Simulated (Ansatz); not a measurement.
# C₃H₅N: small, medium and large basis sets

Aim: see how fast density functionals converge with the basis set for C₃H₅N.

Computed with Ansatz 0.2.0, Gaussian basis. Level: one geometry, several basis sets.

Levels to be run: PBE0-D4/def2-SVP; ωB97M-V/def2-SVP; PBE0-D4/def2-QZVPP; ωB97M-V/def2-QZVPP; the functionals' def2-TZVPP values are taken from earlier runs.

### Step 1. The geometry

An earlier PBE0-D4 in a triple-zeta def2 set relaxation fixed the geometry.

SMILES `C=C=CN`, 9 atoms, charge 0, spin multiplicity 1.

Atoms are counted from 1 here; the program's logs count them from 0.

Bond lengths: C1–C2 1.302 Å, C1–H5 1.088 Å, C1–H6 1.088 Å, C2–C3 1.307 Å, C3–N4 1.398 Å, C3–H7 1.087 Å, N4–H8 1.009 Å, N4–H9 1.009 Å. Angles: C2–C1–H5 121.8°, C2–C1–H6 121.7°, H5–C1–H6 116.5°, C1–C2–C3 177.9°, C2–C3–N4 126.6°, C2–C3–H7 118.7°, N4–C3–H7 114.5°, C3–N4–H8 113.3°, C3–N4–H9 113.5°, H8–N4–H9 110.8°.

### Step 2. PBE0-D4 in def2-SVP

in.yaml

```yaml
crystal:
  periodic: [false, false, false]
  atoms:
    - {symbol: C, position_ang: [-0.304687, 1.601408, -0.924785]}
    - {symbol: C, position_ang: [0.123506, 0.491196, -0.397384]}
    - {symbol: C, position_ang: [0.585366, -0.598931, 0.156418]}
    - {symbol: N, position_ang: [-0.014511, -1.329601, 1.186898]}
    - {symbol: H, position_ang: [-0.889198, 1.611742, -1.842037]}
    - {symbol: H, position_ang: [-0.095251, 2.567967, -0.471186]}
    - {symbol: H, position_ang: [1.563120, -0.964769, -0.146686]}
    - {symbol: H, position_ang: [0.106413, -2.326690, 1.091148]}
    - {symbol: H, position_ang: [-0.986259, -1.098522, 1.330614]}
basis:
  gaussian: {orbitals: def2-SVP}
hamiltonian: {xc: pbe0, dispersion: d4}
output: {orbitals: {seedname: orbitals}}
```

Run with:

```
> ansatz run in.yaml --threads 2 --pin off --events-out ev --progress --plain --max-ram 4352MiB
```

The runs that follow: ωB97M-V in def2-SVP; PBE0-D4 in def2-QZVPP; ωB97M-V in def2-QZVPP.

**Question.** What will the summary of the whole plan be? Wanted: PBE0-D4: double and triple zeta above quadruple; ωB97M-V: double and triple zeta above quadruple.

**Answer**, as computed:

| quantity | value |
| --- | --- |
| PBE0-D4: double and triple zeta above quadruple | 5.54, 0.27 eV |
| ωB97M-V: double and triple zeta above quadruple | 5.77, 0.25 eV |

**Reading.** For PBE0-D4 the step from double to triple zeta gains 5.27 eV and the next only 0.27 eV. Total energies overstate the basis error of differences, where much of it tends to cancel. The LUMO of ωB97M-V is positive and keeps falling with the basis (2.51 to 1.57 eV): an unbound level that the basis holds in place.
